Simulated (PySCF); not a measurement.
Record of a relaxation.

CH3BO.
Bonds: C1–B2, B2–O3 (double). Hydrogens: H4, H5, H6 on C1.

Computed by this run: PBE0-D3(BJ)/def2-TZVP geometry optimisation, gas phase in PySCF 2.14.0; density fitting, grid level 2; the optimiser is geomeTRIC in internal coordinates, started from a GFN2-xTB structure with every atom displaced at random (about 0.01 Å). The frame can shift and turn from step to step; on so coarse a grid that alone can change the energy by a few meV, and forces under 0.02 eV/Å are noise.

Step 0: E = -3807.7830 eV, largest atomic force 2.741 eV/Å
```
atom  x, y, z in Å  |  force x, y, z in eV/Å
C1     -0.496   -0.052    0.029   -0.415   1.540  -0.119
B2      1.020    0.050   -0.061   -2.565  -0.200   0.261
O3      2.192    0.114   -0.132    2.728   0.181  -0.184
H4     -0.895   -0.516   -0.856   -0.179  -0.319  -0.441
H5     -0.834   -0.595    0.889   -0.067  -0.404   0.521
H6     -0.962    0.969    0.086    0.498  -0.798  -0.039
```

Step 1: E = -3807.7257 eV, largest atomic force 1.011 eV/Å
```
atom  x, y, z in Å  |  force x, y, z in eV/Å
C1     -0.507   -0.026    0.101    0.212  -0.935  -0.322
B2      0.939    0.143   -0.364    0.018   0.345   0.477
O3      2.119    0.310   -0.535    0.011  -0.094  -0.315
H4     -1.272    0.331   -0.599    0.168   0.173   0.466
H5     -0.655   -1.097    0.247   -0.127  -0.305  -0.380
H6     -0.577    0.306    1.129   -0.283   0.816   0.074
```

Step 2: E = -3807.8295 eV, largest atomic force 0.544 eV/Å
```
atom  x, y, z in Å  |  force x, y, z in eV/Å
C1     -0.498   -0.067    0.117    0.200  -0.490   0.125
B2      0.947    0.145   -0.338    0.067   0.126   0.267
O3      2.115    0.324   -0.567   -0.043  -0.035  -0.193
H4     -1.233    0.345   -0.569   -0.061   0.124  -0.003
H5     -0.679   -1.146    0.220   -0.034   0.166  -0.076
H6     -0.604    0.365    1.116   -0.128   0.110  -0.120
```

Step 3: E = -3807.8479 eV, largest atomic force 0.134 eV/Å
```
atom  x, y, z in Å  |  force x, y, z in eV/Å
C1     -0.488   -0.085    0.132    0.061  -0.032   0.009
B2      0.956    0.147   -0.315    0.022   0.004   0.133
O3      2.112    0.330   -0.600   -0.038   0.000  -0.094
H4     -1.205    0.353   -0.561   -0.012   0.027  -0.086
H5     -0.692   -1.156    0.213   -0.005   0.052   0.024
H6     -0.636    0.378    1.110   -0.027  -0.051   0.015
```

Step 4: E = -3807.8517 eV, largest atomic force 0.100 eV/Å
```
atom  x, y, z in Å  |  force x, y, z in eV/Å
C1     -0.484   -0.088    0.140   -0.019   0.098  -0.013
B2      0.960    0.148   -0.302    0.020  -0.026   0.061
O3      2.107    0.331   -0.620   -0.015   0.010  -0.043
H4     -1.187    0.356   -0.567    0.013  -0.013  -0.038
H5     -0.696   -1.156    0.213   -0.001  -0.010   0.025
H6     -0.653    0.375    1.115    0.001  -0.059   0.008
```

Step 5: E = -3807.8529 eV, largest atomic force 0.070 eV/Å
```
atom  x, y, z in Å  |  force x, y, z in eV/Å
C1     -0.483   -0.086    0.144   -0.026   0.063  -0.017
B2      0.963    0.148   -0.293    0.009  -0.021   0.011
O3      2.103    0.331   -0.633    0.000   0.008  -0.007
H4     -1.175    0.358   -0.574    0.010  -0.015   0.002
H5     -0.696   -1.154    0.215    0.003  -0.018   0.006
H6     -0.664    0.370    1.119    0.004  -0.017   0.004
```

Step 6: E = -3807.8530 eV, largest atomic force under 0.02 eV/Å
```
atom  x, y, z in Å  |  force x, y, z in eV/Å
C1     -0.483   -0.085    0.145   -0.008   0.015  -0.005
B2      0.963    0.148   -0.291    0.003  -0.006   0.002
O3      2.103    0.330   -0.635    0.000   0.003   0.000
H4     -1.174    0.358   -0.575    0.002  -0.004   0.004
H5     -0.695   -1.153    0.215    0.002  -0.006   0.000
H6     -0.666    0.369    1.121    0.001  -0.001   0.000
```

Q: Summarise the path.

A: The energy falls by 6.75 kJ/mol from step 0 to step 6; nine tenths of that is first reached at step 3. It rises by more than 0.2 meV at step 1. The largest force goes from 2.741 to under 0.02 eV/Å. Among the bonds C1–H6 changes most, from 1.124 to 1.092 Å; the atoms move by 0.020 Å rms after alignment.

Q: Follow the three bonds and two angles with the largest change from start to end.

A: 
```tsv
step	E above end (kJ/mol)	largest force (eV/Å)	C1–H6 (Å)	B2=O3 (Å)	C1–H5 (Å)	B2–C1–H5 (°)	H4–C1–H6 (°)
0	6.75	2.741	1.124	1.176	1.072	113.3	106.3
1	12.28	1.011	1.083	1.204	1.091	106.1	117.5
2	2.27	0.544	1.094	1.204	1.098	108.6	111.2
3	0.49	0.134	1.092	1.204	1.093	110.3	108.1
4	0.13	0.100	1.093	1.204	1.091	110.7	107.8
5	0.01	0.070	1.092	1.204	1.091	110.7	108.2
6	0.00	under 0.02	1.092	1.204	1.091	110.6	108.4
```

What follows is the cost of the whole optimisation. The run took 30 s on Arm Neoverse N1, one thread (shared host), and the process peaked at 0.44 GiB of memory.
